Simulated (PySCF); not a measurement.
# C3H3FN2 (4-fluoro-1h-pyrazole): the cost of one run

Programs: PySCF 2.14.0, with density-fitted response routines of our own. Each step states its level of theory. These are calculated values for one molecule, in the gas phase or a continuum, unless marked as measured. Atoms count from 0, in the outputs and in this text.

### 1 The molecule as given

9 atoms, charge 0, multiplicity 1; geometry from: GFN2-xTB. The atoms were then displaced at random by about 0.01 Å, so the start is not that level's minimum.

Bonds of the start (Å): F0–C1 1.36, C1–C2 1.41, C2–N3 1.27, N3–N4 1.32, N4–C5 1.36, C5–C1 1.38, C2–H6 1.08, N4–H7 0.99, C5–H8 1.07.

### 2 Optimising the geometry at PBE0-D3(BJ)/def2-SVP

Job settings and geometry (Å):

```
{"job": {"xc": "PBE0", "basis": "def2-SVP", "d3": "d3bj", "grid": 1, "shake": 0.01, "kind": "geom"}, "charge": 0, "multiplicity": 1}
F      2.230160     0.346750     0.530200
C      0.934250     0.091070     0.205620
C      0.397630    -1.148430    -0.187590
N     -0.840940    -1.025930    -0.415900
N     -1.184460     0.234770    -0.197170
C     -0.120550     0.982710     0.192660
H      0.932570    -2.084650    -0.289870
H     -2.116680     0.559200    -0.311780
H     -0.174180     2.027340     0.440100
```

Run with:

```console
$ OMP_NUM_THREADS=1 python probes_run.py task.json out
```

The driver reads the jobs from task.json and runs them one after another.

**Question.** How long does this first job take on 1 thread of Intel Xeon at 2.50GHz, shared host, and how much memory does it need?

About 72 s, with a peak of 0.41 GiB.
